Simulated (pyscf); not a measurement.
Optimised with ωB97X-D3(BJ)/def2-SVP in PySCF.

Problem. PBE/def2-TZVP puts the barrier of HN=Ta(Cl)(Cl)–Cl (SMILES [NH]=[Ta]([Cl])([Cl])[Cl]) + H₂ (SMILES [H][H]) → H₂N–TaH(Cl)(Cl)–Cl (SMILES [NH2][TaH]([Cl])([Cl])[Cl]) (addition across a multiple bond or ene-type step; singlet surface; H–H broken, H–N, H–Ta formed) at 92.5 kJ/mol and the reaction energy at -0.1 kJ/mol, from the separated reactants. What do PBE0-D3(BJ)/def2-TZVP, M06-2X/def2-TZVP, ωB97M-D3(BJ)/def2-TZVP give on the same structures?

Solution. PBE0-D3(BJ): ΔE‡ = 91.5 kJ/mol, ΔE = -12.9 kJ/mol; M06-2X: ΔE‡ = 120.7 kJ/mol, ΔE = +3.2 kJ/mol; ωB97M-D3(BJ): ΔE‡ = 109.1 kJ/mol, ΔE = -5.1 kJ/mol. PBE's barrier matches one of them and lies within 28.1 kJ/mol of the others. Its reaction energy lies among theirs. On the product side the descent ends in a point that may be a rotor saddle (no frequency run), 8.3 kJ/mol over the lowest minimum found and 106.9 kJ/mol under the saddle at ωB97X-D3(BJ)/def2-TZVP. At the saddle there is also a short H–Ta contact that neither side keeps. This is the saddle that the search found; another between the same sides may lie lower. Elements past Kr carry the def2 core potentials, without spin-orbit coupling.
